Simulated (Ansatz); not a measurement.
Potential energy curve for SMILES FC(F)F. The C2–H5 bond (C2 also carries F, F, F; H5 carries nothing else) is stretched with both fragments frozen at the PBE0/def2-TZVP optimised geometry.

Method: Ansatz (a program for electronic structure) with restricted PBE/cc-pVDZ.

The batch members p0 to p7 hold the bond at 0.87, 0.94, 0.98, 1.02, 1.07, 1.09, 1.14, 1.19 Å.

Ansatz input:

Ansatz 0.2 input:
```yaml
# input.yaml
basis:
  gaussian: { orbitals: cc-pvdz }
hamiltonian:
  xc: pbe
batch:
  members: [p0.yaml, p1.yaml, p2.yaml, p3.yaml, p4.yaml, p5.yaml, p6.yaml, p7.yaml]

# p4.yaml, one of the 8 members of this batch
crystal:
  periodic: [false, false, false]
  atoms:
    - { symbol: F, position_ang: [-1.08058229, -0.62381983, -0.46434104] }
    - { symbol: C, position_ang: [0.0, 0.0, 0.0] }
    - { symbol: F, position_ang: [1.08052454, -0.62400421, -0.46454871] }
    - { symbol: F, position_ang: [0.0, 1.24780275, -0.4640117] }
    - { symbol: H, position_ang: [0.0, 0.0, 1.07] }
total_charge: 0
magnetization:
  spin_polarized: false
```

Lines of the output on each member:

```
Member 0: Total energy: -9193.81743416 eV, -337.8665589120 hartree
Member 1: Total energy: -9194.68420271 eV, -337.8984120689 hartree
Member 2: Total energy: -9194.98796543 eV, -337.9095751428 hartree
Member 3: Total energy: -9195.18627723 eV, -337.9168629670 hartree
Member 4: Total energy: -9195.31751332 eV, -337.9216858043 hartree
Member 5: Total energy: -9195.34056013 eV, -337.9225327590 hartree
Member 6: Total energy: -9195.33971852 eV, -337.9225018306 hartree
Member 7: Total energy: -9195.27274445 eV, -337.9200405789 hartree
```

The restricted form behind RKS-PBE keeps the bonding electrons paired and can't separate into open-shell fragments.
